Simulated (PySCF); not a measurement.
# LiAl⁺ at M06-2X

Computed with M06-2X; Li pcseg-1, Al pcseg-1; no relativity (PySCF 2.14).

For LiAl⁺, the state is ²Σ⁺ (doublet), unpaired electrons σ ↑, the bond length is 2.900 Å and the harmonic wavenumber is 268 cm⁻¹. The force constant is 0.235 mdyn/Å and the rotational constant Be is 0.3599 cm⁻¹. The anharmonicity ωexe is 3.63 cm⁻¹, the vibration–rotation constant αe is 0.00594 cm⁻¹ and the well depth De to Li⁺ + Al is 1.19 eV. The dissociation energy D0 is 1.18 eV, the bond order (Mayer) is 0.51 and the dipole moment (positive dipole points towards Al; it is taken about the centre of mass and depends on that origin) is -6.41 D.

For an ion De counts to the pair picked by the measured ionisation energies or electron affinities, which need not be the lowest pair at this level. The state was picked by a PBE0 search and need not be the measured ground state.
